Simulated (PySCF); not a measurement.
hydrogen isocyanide (CHN), SMILES [C-]#[NH+].

The structure is a stationary point at B3LYP-D3(BJ)/def2-TZVPD.

Calculation: TDA-LC-ωPBE/def2-TZVPD (PySCF 2.14.0).

Vertical excitations; the highest root listed may be one member of a degenerate set. The molecule is in vacuum. State labels are in the subgroup C2v.

| state | symmetry | energy (eV) | λ (nm) | f | main pairs |
|---|---|---|---|---|---|
| S1 | B2 | 8.52 | 145 | 0.119 | HOMO→LUMO+2 (degenerate set) |
| S2 | B1 | 8.52 | 145 | 0.119 | HOMO→LUMO+1 (degenerate set) |
| S3 | A2 | 8.54 | 145 | 0.000 | HOMO−1→LUMO+1 48 %, HOMO−2→LUMO+2 48 % |
| S4 | A1 | 8.90 | 139 | 0.000 | HOMO−1→LUMO+2, HOMO−2→LUMO+1 (degenerate set) |
| S5 | A2 | 8.90 | 139 | 0.000 | HOMO−2→LUMO+2, HOMO−1→LUMO+1 (degenerate set) |
| S6 | A1 | 9.82 | 126 | 0.001 | HOMO→LUMO 84 % |
| S7 | A1 | 10.22 | 121 | 0.205 | HOMO→LUMO+3 85 % |
| S8 | B2 | 10.39 | 119 | 0.034 | HOMO−1→LUMO (degenerate set) |
| S9 | B1 | 10.39 | 119 | 0.034 | HOMO−2→LUMO (degenerate set) |
| S10 | B2 | 11.67 | 106 | 0.083 | HOMO−1→LUMO+3 78 %, HOMO−1→LUMO+4 16 % |
| T1 | B2 | 5.84 | 212 | 0 | HOMO→LUMO+2 (degenerate set) |
| T2 | B1 | 5.84 | 212 | 0 | HOMO→LUMO+1 (degenerate set) |
| T3 | A1 | 7.10 | 175 | 0 | HOMO−1→LUMO+2 46 %, HOMO−2→LUMO+1 46 % |
| T4 | A1 | 7.65 | 162 | 0 | HOMO−2→LUMO+1 47 %, HOMO−1→LUMO+2 47 % |
Triplets are in the Tamm–Dancoff approximation.
